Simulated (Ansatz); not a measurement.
# Property card for Ag3Au

These are results of Ansatz 0.2.0, DFT r2SCAN, scalar-relativistic, plane waves, PAW, not measurements.

Settings: cutoff 500 eV, Γ-centred mesh 10×10×10 on the computed 4-atom cell, Gaussian smearing of 0.10 eV; no spin polarisation.

The structure is relaxed at this level of theory with its symmetry kept. Whether it is the stable form of this composition wasn't checked.

```
Ag Au
1.0
     4.10736    0.00000    0.00000
     0.00000    4.10736    0.00000
     0.00000    0.00000    4.10736
Ag Au
3 1
Direct
  0.50000 0.00000 0.50000
  0.00000 0.50000 0.50000
  0.50000 0.50000 0.00000
  0.00000 0.00000 0.00000
```

* Space group: Pm-3m (No. 221)
* Volume per atom: 17.32 Å³
* Formation energy from the elements' standard states (uncorrected): -0.055 eV/atom
* Generalised Kohn–Sham band gap: none (metal)
* Density of states at the Fermi level: 0.96 states/eV per cell
* Bulk modulus: 115 GPa
* Its pressure derivative: 5.8
* Bader charges (e): Ag (3 in the cell) 0.12, Au (1 in the cell) -0.36

Spin-orbit coupling is left out, which matters for the bands of heavy elements.